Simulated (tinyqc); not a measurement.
Inside a calculation. Method: Pariser-Parr-Pople SCF with singles CI, for the molecule C=CC(=C)C=N (SMILES; centres numbered as the heavy atoms are written). One step of it, computed by the program tinyqc.

Question. Iteration 2: Fock matrix. F_rr = H_rr + P_rr gamma_rr / 2 + sum_(s != r) P_ss gamma_rs; F_rs = H_rs - P_rs gamma_rs / 2; E = tr P (H + F) / 2 + core repulsion sum_(r<s) z_r z_s gamma_rs.

P after iteration 1, order 1C, 2C, 3C, 4C, 5C, 6N:
$$\begin{pmatrix}
0.784930 & 0.927517 & -0.025879 & -0.292544 & -0.075456 & 0.038874 \\
0.927517 & 1.192413 & 0.303688 & -0.096419 & -0.022199 & -0.025942 \\
-0.025879 & 0.303688 & 1.175691 & 0.861203 & 0.348340 & -0.115001 \\
-0.292544 & -0.096419 & 0.861203 & 0.763735 & 0.110052 & -0.309060 \\
-0.075456 & -0.022199 & 0.348340 & 0.110052 & 0.869135 & 0.918279 \\
0.038874 & -0.025942 & -0.115001 & -0.309060 & 0.918279 & 1.214097
\end{pmatrix}$$

core matrix H (eV), order 1C, 2C, 3C, 4C, 5C, 6N:
$$\begin{pmatrix}
-35.583524 & -2.390000 & 0.000000 & 0.000000 & 0.000000 & 0.000000 \\
-2.390000 & -40.437003 & -2.390000 & 0.000000 & 0.000000 & 0.000000 \\
0.000000 & -2.390000 & -44.357935 & -2.390000 & -2.390000 & 0.000000 \\
0.000000 & 0.000000 & -2.390000 & -37.569068 & 0.000000 & 0.000000 \\
0.000000 & 0.000000 & -2.390000 & 0.000000 & -41.591242 & -2.510000 \\
0.000000 & 0.000000 & 0.000000 & 0.000000 & -2.510000 & -38.815374
\end{pmatrix}$$

repulsion gamma_rs (eV), order 1C, 2C, 3C, 4C, 5C, 6N:
$$\begin{pmatrix}
11.130000 & 7.554960 & 5.239602 & 3.670029 & 4.668463 & 3.290469 \\
7.554960 & 11.130000 & 7.553862 & 5.238761 & 5.239602 & 3.689818 \\
5.239602 & 7.553862 & 11.130000 & 7.552439 & 7.554960 & 5.297072 \\
3.670029 & 5.238761 & 7.552439 & 11.130000 & 5.239019 & 4.708818 \\
4.668463 & 5.239602 & 7.554960 & 5.239019 & 11.130000 & 7.729197 \\
3.290469 & 3.689818 & 5.297072 & 4.708818 & 7.729197 & 12.300000
\end{pmatrix}$$

Centres (angstrom, eV; a flat drawing with bonds scaled to 1.40 angstrom):
```
centre          x          y  core charge z          W   gamma_rr
1C       2.100000   0.808000              1  11.160000  11.130000
2C       1.400000  -0.404000              1  11.160000  11.130000
3C       0.000000  -0.404000              1  11.160000  11.130000
4C      -0.700000  -1.617000              1  11.160000  11.130000
5C      -0.700000   0.808000              1  11.160000  11.130000
6N      -2.100000   0.808000              1  14.100000  12.300000
```

Give: F; pi energy.

Answer.

F (eV), order 1C, 2C, 3C, 4C, 5C, 6N:
$$\begin{pmatrix}
-5.191 & -5.894 & 0.068 & 0.537 & 0.176 & -0.064 \\
-5.894 & -5.955 & -3.537 & 0.253 & 0.058 & 0.048 \\
0.068 & -3.537 & -5.930 & -5.642 & -3.706 & 0.305 \\
0.537 & 0.253 & -5.642 & -5.042 & -0.288 & 0.728 \\
0.176 & 0.058 & -3.706 & -0.288 & -4.575 & -6.059 \\
-0.064 & 0.048 & 0.305 & 0.728 & -6.059 & -7.824
\end{pmatrix}$$

pi energy = -80.528 eV
